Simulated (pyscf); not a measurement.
Optimised with ωB97X-D3(BJ)/def2-SVP in PySCF.

For HN=Si(NH₂)–NH₂ (SMILES N=[Si](N)N) + H₂ (SMILES [H][H]) → H₂N–SiH(NH₂)–NH₂ (SMILES N[SiH](N)N), an addition across a multiple bond or ene-type step (singlet surface; H–H broken, H–N, H–Si formed), PBE/def2-TZVP gives ΔE‡ = 14.1 kcal/mol and ΔE = -47.8 kcal/mol (zero: the separated reactants). In which direction and how far do B3LYP-D3(BJ)/def2-TZVP, M06-2X/def2-TZVP, ωB97M-D3(BJ)/def2-TZVP move these?

B3LYP-D3(BJ): ΔE‡ = 18.7 kcal/mol, ΔE = -49.2 kcal/mol; M06-2X: ΔE‡ = 18.8 kcal/mol, ΔE = -51.3 kcal/mol; ωB97M-D3(BJ): ΔE‡ = 17.8 kcal/mol, ΔE = -51.4 kcal/mol. PBE's barrier lies under all of them, by 3.7 to 4.7 kcal/mol. Its reaction energy lies over all of them, by 1.4 to 3.6 kcal/mol. Low barriers are usual for a GGA, whose delocalisation error favours stretched bonds. At the saddle there is also a short H–Si contact that neither side keeps. This is the saddle that the search found; another between the same sides may lie lower.
